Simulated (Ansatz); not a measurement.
Results of r²SCAN (plane waves, PAW; Ansatz, a first-principles code) for rock-salt ZrC.

A relaxed, unreconstructed slab of the (100) face has 12 atoms, two equal faces of 11.099 Å² each and an energy of -26689.8789 eV. A bulk cell of 4 atoms with the same orientation and in-plane k mesh has -8897.4185 eV. Energies are extrapolated to zero smearing.

Settings: plane-wave cutoff 500 eV, 14×14×1 k mesh (along the axes of the cell as run), Fermi–Dirac smearing 0.05 eV, scalar-relativistic PAW data made under PBE.

Worked out: γ = (E_slab − N E_bulk per atom)/2A = [-26689.8789 − 12 × (-8897.4185/4)]/(2 × 11.099) = 0.1071 eV/Å². With 16.022 J/m² per eV/Å² this is 1.72 J/m², or 1.19 eV per surface cell and face.
